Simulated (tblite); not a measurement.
Species: C4H7O2 (doublet state).
Bonds: C1–C2, C2–C3, C3–O4, O4–C5, C5–O6, C1–O6. Hydrogens: H7 on C1; H8, H9 on C2; H10, H11 on C3; H12, H13 on C5.

The geometry is computed with GFN2-xTB (gas phase). This method treats the open shell by occupation alone, without spin polarisation.

(1) Give the optimised bond lengths and angles.

Answers

(1) 
```csv
bond,length (Å)
C1–C2,1.491
C2–C3,1.531
C3–O4,1.417
O4–C5,1.386
C5–O6,1.402
C1–O6,1.375
C1–H7,1.076
C2–H8,1.101
C2–H9,1.091
C3–H10,1.091
C3–H11,1.101
C5–H12,1.111
C5–H13,1.093
```

A selection of angles:
```csv
angle,degrees
C2–C1–O6,119.5
C2–C1–H7,120.9
O6–C1–H7,111.5
C1–C2–C3,109.1
C1–C2–H8,110.5
C1–C2–H9,110.3
C3–C2–H8,108.5
C3–C2–H9,110.8
H8–C2–H9,107.7
C2–C3–O4,110.0
C2–C3–H10,111.8
C2–C3–H11,110.2
O4–C3–H10,106.1
O4–C3–H11,109.4
H10–C3–H11,109.3
C3–O4–C5,111.0
O4–C5–O6,114.5
O4–C5–H12,110.1
O4–C5–H13,107.3
O6–C5–H12,108.6
O6–C5–H13,106.6
H12–C5–H13,109.7
C1–O6–C5,115.1
```

Dihedral angles: O6–C1–C2–C3 -36° (synclinal); C1–C2–C3–O4 48° (synclinal); C2–C3–O4–C5 -61° (synclinal); C3–O4–C5–O6 60° (synclinal); O4–C5–O6–C1 -45° (synclinal); C2–C1–O6–C5 34° (synclinal). The mirror-image conformer, all signs reversed, is as good.

The C–C distances run from 1.491 Å (C1–C2, drawn single) to 1.531 Å (C2–C3, drawn single), a spread of 0.040 Å. The C–O distances run from 1.375 Å (C1–O6, drawn single) to 1.417 Å (C3–O4, drawn single), a spread of 0.042 Å. Of the pairs four or more bonds apart, H11···H12 is among the closest relative to their van der Waals radii: 2.35 Å, 98 % of the sum of Bondi's values. C1 (carbon bonded to C, O and H) has angles 120.9°, 119.5° and 111.5°, sum 352.0°, 0.21 Å off the plane of its three neighbours. The 6-membered ring C1–C2–C3–O4–C5–O6 has internal angles of 109.1° to 119.5° (sum 679°, against 720° for a flat polygon); it is puckered, 0.20 Å rms from its mean plane, widest ring torsion 61°.

Point group: C1 (no symmetry element, even within 0.4 Å). Its GFN2-xTB frequencies are all real (lowest 179 cm⁻¹).
